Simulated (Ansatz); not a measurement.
# AlHS (quintet): from Hartree-Fock to the top rungs, cc-pVTZ

Aim: climb from Hartree-Fock through coupled cluster for AlHS (quintet) at one geometry and basis, and see what each rung misses.

Program: Ansatz 0.2.0, Gaussian basis. Level of theory: cc-pVTZ, core rule «outside noble gas», up to 10 orbitals frozen. These are calculated values, not measurements.

To be run: UHF; CCSD(T) on ROHF; CCSD(T) on UHF; BCCD(T) on ROHF; CCSDT(Q) on ROHF; CCSDT(Q) on UHF.

19 further runs of the same task are left out: 13 for a known fault of the program, 6 set aside as unsound or not needed.

### Step 1. The system

The geometry is a PBE0/def2-TZVP stationary point (not a proven minimum) of the parent state, kept for this charge and spin.

3 atoms, charge 0, spin multiplicity 5.

Atoms are counted from 1 here; the program's logs count them from 0.

Bond lengths: Al1–S2 2.185 Å, S2–H3 1.348 Å. Angles: Al1–S2–H3 99.2°.

### Step 2. UHF

The input, in.yaml:

```yaml
crystal:
  periodic: [false, false, false]
  atoms:
    - {symbol: Al, position_ang: [0.000000, 0.032224, 1.206475]}
    - {symbol: S, position_ang: [0.000000, -0.066502, -0.975876]}
    - {symbol: H, position_ang: [0.000000, 1.252993, -1.251158]}
basis:
  gaussian: {orbitals: cc-pVTZ}
magnetization: {spin_polarized: true, initial_magnetization: 4}
hamiltonian: {xc: hf}
output: {orbitals: {seedname: orbitals}}
```

The run is started by

```
ansatz run in.yaml --threads 1 --pin off --events-out ev --progress --plain --max-ram 4096MiB --backend cpu
```

The runs that follow: CCSD(T) on ROHF; CCSD(T) on UHF; BCCD(T) on ROHF; CCSDT(Q) on ROHF; CCSDT(Q) on UHF.

Before running them: what should the planned runs give, taken together? Wanted: UCCSDT(Q) below the RHF energy; RMP2 from UCCSDT(Q); UMP2 from UCCSDT(Q); RCCSD from UCCSDT(Q); RCCSD(T) from UCCSDT(Q); UCCSD(T) from UCCSDT(Q); RCCSDT(Q) from UCCSDT(Q); T1 diagnostic.

**Answer**, as computed:

| quantity | value |
| --- | --- |
| UCCSDT(Q) below the RHF energy | -6.0511 eV |
| RMP2 from UCCSDT(Q) | +24.67 kcal/mol |
| UMP2 from UCCSDT(Q) | +25.37 kcal/mol |
| RCCSD from UCCSDT(Q) | +6.36 kcal/mol |
| RCCSD(T) from UCCSDT(Q) | +1.06 kcal/mol |
| UCCSD(T) from UCCSDT(Q) | +1.02 kcal/mol |
| RCCSDT(Q) from UCCSDT(Q) | +0.07 kcal/mol |
| levels within 1 kcal/mol (43 meV) | RCCSDT, UCCSDT, RCCSDT(Q) |
| T1 diagnostic | 0.023 |

**Reading.** RCCSD(T) misses by +1.06 kcal/mol, 0.8 % of the correlation energy. These misses are within one basis, not against nature; the frozen cores of restricted and unrestricted runs differ, which can shift their rows.
